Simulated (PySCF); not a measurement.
Compound: bicyclo[2.1.0]pent-2-ene, C₅H₆.
Structure used (PBE0-D3(BJ)/def2-TZVP), in Å, numbered top down from 1:
```
atom  x, y, z in Å
C1     0.596   -0.195   -1.197
C2     1.351    0.014   -0.113
C3     0.197    0.561    0.694
C4    -0.912   -0.460    0.728
C5    -0.658    0.327   -0.532
H6     0.757   -0.709   -2.137
H7     2.361   -0.265    0.163
H8     0.185    1.443    1.320
H9    -0.659   -1.515    0.753
H10   -1.798   -0.181    1.294
H11   -1.385    1.014   -0.942
```

Linear response at PBE0/aug-cc-pVTZ (PySCF, frozen core in the response, non-relativistic). Isolated species at its PBE0-D3(BJ)/def2-TZVP geometry, gas phase.

Static isotropic polarisability: 54.90 au (8.14 Å³), principal values 47.8, 56.3, 60.6 au.

(1) What is the polarisability at 1064 nm and at the sodium D line?

(2) What is the isotropic C6 coefficient between two such molecules, C6 = (3/π)∫α(iω)² dω?

(3) Which effective excitation energy ω̄ makes London's formula C6 = (3/4)α²ω̄ exact here?

(4) What n − 1 at the D line would an ideal gas of it have at 273.15 K and 1 atm (2.6868 × 10¹⁹ cm⁻³), by n − 1 = 2π·N·α′?

(5) The lowest 10 singlets have (eV, f): 5.04, 0.017; 5.55, 0.016; 5.88, 0.043; 5.95, 0.003; 6.05, 0.005; 6.61, 0.003; 6.63, 0.006; 7.11, 0.045; 7.17, 0.005; 7.18, 0.013. What share of the static polarisability do they carry in the sum over states α = Σ f/ω²?

(6) What molar refraction at the D line follows from R = (4π/3)·N_A·α′, with α′ the polarisability volume?

(7) How anisotropic is the static polarisability, by Δα² = ½[(α1 − α2)² + (α2 − α3)² + (α3 − α1)²]?

(8) How many electrons N does the Slater–Kirkwood formula C6 = (3/4)·√N·α^(3/2) need to give this C6?

## Answers

(1) 55.42 au at 1064 nm (+0.9 %), 56.67 au at 589.3 nm (+3.2 %). The rise at 589.3 nm is 3.41 times that at 1064 nm; a pure ω² law gives 3.26. The lowest singlet lies at 246 nm, shorter than both wavelengths.

(2) 1226 au (Eh·bohr⁶) by a ten-point quadrature over imaginary frequencies, which is 733 eV·Å⁶ or 70.7 J·nm⁶/mol.

(3) ω̄ = 4·C6/(3α²) = 0.542 Eh = 14.8 eV. A one-pole form α(ω) = α/(1 − ω²/ω̄²) fitted to the 1064 nm value gives 12.0 eV.

(4) 14.18 × 10⁻⁴, a formal value whether or not that pressure can be reached.

(5) 3.05 au, 5.6 % of α; the largest term, 0.92 au, is that of the state at 5.88 eV. Their oscillator strengths add up to 0.16. Higher states carry the rest.

(6) α′ = 8.40 Å³ gives R = 21.19 cm³/mol, for isolated, non-vibrating species.

(7) Δα = 11.2 au, or 0.20 of the isotropic value.

(8) N = (4·C6/3)²/α³ = 16.2; the species has 36 electrons in all.
